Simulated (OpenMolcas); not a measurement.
**A ladder of methods for CH4FSi (SMILES [CH2][SiH2]F)**

CH4FSi: 7 atoms, total charge 0, spin state doublet. As SMILES, `[CH2][SiH2]F`. The shape is that of a PBE0-D4/def2-TZVP optimisation. This is one conformer, not always the lowest.

Each level gives the vertical electron affinity (to the singlet anion) (eV). The values are calculated.

The electron affinity is E(neutral) − E(anion): positive where the electron is bound.

```json
{"level": "UHF/6-311+G**", "kind": "Hartree–Fock", "program": "OpenMolcas", "value (eV)": "-0.59", "CPU time (all runs)": "36 s"}
{"level": "UBLYP/6-311+G**", "kind": "GGA", "program": "OpenMolcas", "value (eV)": "0.80", "CPU time (all runs)": "1.8 min"}
{"level": "U-r2SCAN/6-311+G**", "kind": "meta-GGA", "program": "OpenMolcas", "value (eV)": "0.70", "CPU time (all runs)": "2.3 min"}
{"level": "UM06-L/6-311+G**", "kind": "meta-GGA", "program": "OpenMolcas", "value (eV)": "0.66", "CPU time (all runs)": "2.2 min"}
{"level": "UTPSS/6-311+G**", "kind": "meta-GGA", "program": "OpenMolcas", "value (eV)": "0.73", "CPU time (all runs)": "2.4 min"}
{"level": "UB3LYP/6-311+G**", "kind": "global hybrid", "program": "OpenMolcas", "value (eV)": "0.86", "CPU time (all runs)": "1.8 min"}
{"level": "UM06-2X/6-311+G**", "kind": "hybrid meta-GGA", "program": "OpenMolcas", "value (eV)": "0.85", "CPU time (all runs)": "2.2 min"}
{"level": "UPBE0/6-311+G**", "kind": "global hybrid", "program": "OpenMolcas", "value (eV)": "0.76", "CPU time (all runs)": "1.7 min"}
```

Where it was recorded, the anion's HOMO is positive in UBLYP/6-311+G**, U-r2SCAN/6-311+G**, UM06-L/6-311+G**, UTPSS/6-311+G**, UB3LYP/6-311+G**, UM06-2X/6-311+G**, UPBE0/6-311+G**: a fault of the level (basis or self-interaction), which says nothing on whether the real anion is bound. The values span -0.59 to 0.86 eV. CPU times are rough (shared hosts, several kinds of processor and program).
